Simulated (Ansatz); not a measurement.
Tetradymite Bi2Se3 was calculated with HSE06 in Ansatz (plane waves, PAW).

Run with plane-wave cutoff 500 eV, 6×6×6 k mesh, gaussian smearing 0.02 eV, scalar-relativistic PAW data made under PBE.

Cell (relaxed with r²SCAN):

```
CELL_PARAMETERS angstrom
      2.08208     1.20209    10.07114
     -2.08208     1.20209    10.07114
      0.00000    -2.40418    10.07114
ATOMIC_POSITIONS crystal
  Bi 0.39763 0.39763 0.39763
  Bi 0.60237 0.60237 0.60237
  Se 0.00000 0.00000 0.00000
  Se 0.21786 0.21786 0.21786
  Se 0.78214 0.78214 0.78214
```

### Question
Give the computed band gap.

### Answer

band gap: 1.02 eV (on the SCF k mesh)

Measured, for comparison: band gap 0.3 eV (temperature not stated, not corrected to a static lattice; as tabulated in Park and Ryu (2016), arXiv:1610.06451).

Note: the cell comes from a level without a dispersion term, which matters for the spacing of layers, chains or molecules; cell and atoms aren't relaxed at this level (largest force component 0.12 eV/Å, pressure -0.6 GPa).

Spin–orbit coupling is not included; with these elements it can move the gap by several tenths of an eV or more.

Cost on a shared machine: roughly 7 core-minutes.

Ansatz is a quantum-chemistry and plane-wave program.
